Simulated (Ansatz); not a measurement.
## How methods differ on BNH3 (SMILES B[NH])

BNH3 has 5 atoms, charge 0, and is taken as a doublet. As SMILES, `B[NH]`. Geometry: optimised at PBE0/def2-SVP.

| atom | x (Å) | y (Å) | z (Å) |
| --- | --- | --- | --- |
| B | -0.3059 | -0.3794 | -0.0671 |
| N | 0.5485 | 0.6360 | 0.0462 |
| H | -0.4565 | -1.1597 | 0.8612 |
| H | -0.9460 | -0.5433 | -1.0927 |
| H | 1.2098 | 1.3728 | 0.2109 |

Quantity: the dissociation energy of the H5–N2 bond into doublet H and singlet BNH2 (shapes relaxed at PBE0/def2-SVP, no zero-point term), in eV. The values are calculated.

| level | kind | program | value (eV) |
| --- | --- | --- | --- |
| UHF/def2-TZVPP | Hartree–Fock | Ansatz | 1.26 |
| USVWN5/def2-TZVPP | LDA | Ansatz | 1.42 |
| UPBE/def2-TZVPP | GGA | Ansatz | 1.25 |
| U-r2SCAN/def2-TZVPP | meta-GGA | Ansatz | 1.41 |
| UB3LYP/def2-TZVPP | global hybrid | Ansatz | 1.30 |
| UCAM-B3LYP/def2-TZVPP | range-separated hybrid | Ansatz | 1.28 |
| UB2PLYP/def2-TZVPP | double hybrid | Ansatz | 1.10 |
| RPA@PBE/def2-TZVPP | RPA | Ansatz | 1.12 |

The values span 1.10 to 1.42 eV. A fragment with an even electron count was run as a singlet and may have a lower triplet. Measured bond enthalpies also hold zero-point and thermal terms, a few tenths of an eV less.
